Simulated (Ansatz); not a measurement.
Results of PBEsol-D3(BJ) (plane waves, PAW; Ansatz, a quantum-chemistry and plane-wave program) for zinc-blende MgS (metastable phase).

Numerical settings: plane-wave cutoff 520 eV, 10×10×10 k mesh, Fermi–Dirac smearing 0.01 eV, scalar-relativistic PAW data made under PBE.

Equation-of-state points:

```csv
V (Å³/atom),E − E_lowest (meV/atom),P (GPa)
20.608,16.81,4.31
21.046,7.22,2.72
21.485,1.75,1.30
21.923,0.00,0.01
22.362,1.61,-1.16
22.800,6.26,-2.22
23.239,13.66,-3.17
```

Problem. Estimate the bulk modulus from the pressures at 21.485 and 22.362 Å³/atom, and compare it with a fit to all energies.

Solution. B = −V dP/dV. Between V = 21.485 and 22.362 Å³/atom, dP/dV = (-1.16 − (1.30))/(22.362 − 21.485) = -2.81 GPa per Å³/atom; at the midpoint 21.923 Å³/atom this gives B ≈ 61.5 GPa. The third-order Birch–Murnaghan fit gives V0 = 21.925 Å³/atom, B0 = 61.3 GPa, B′ = 4.0, which lies within 1 % of that estimate.

Computed values are for the static lattice.
